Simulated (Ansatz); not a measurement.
`F[SiH2][SiH3]`, relaxed with RKS PBE0-D4/def2-TZVP in the Gaussian-basis code of Ansatz from a PBE-D4/def2-SVP geometry. The force threshold is 0.005 eV/Å; the program also tests the step.

Charge 0, multiplicity 1.

Start:

```xyz
8

F     1.081   -1.729    1.065
Si    0.001   -0.487    1.058
Si   -0.022    0.516   -1.069
H    -1.355   -1.041    1.408
H     0.413    0.501    2.116
H     1.332    1.076   -1.409
H    -1.025    1.641   -1.047
H    -0.425   -0.477   -2.123
```

```
step  energy (eV)  largest force (eV/Å)  largest move (Å)
   1  -18547.2894                 1.056             0.000
   2  -18547.3207                 0.647             0.027
   3  -18547.3299                 0.103             0.014
   4  -18547.3302                 0.018             0.007
   5  -18547.3303                 0.009             0.004
   6  -18547.3303                 0.004             0.005
```

End:

```xyz
8

F     1.056   -1.698    1.069
Si    0.002   -0.486    1.051
Si   -0.022    0.515   -1.067
H    -1.331   -1.041    1.400
H     0.411    0.483    2.101
H     1.317    1.066   -1.404
H    -1.011    1.628   -1.044
H    -0.423   -0.467   -2.108
```

It took 8.5 s on 2 threads of a server CPU on a shared host, with 0.25 GiB of host memory at the peak.
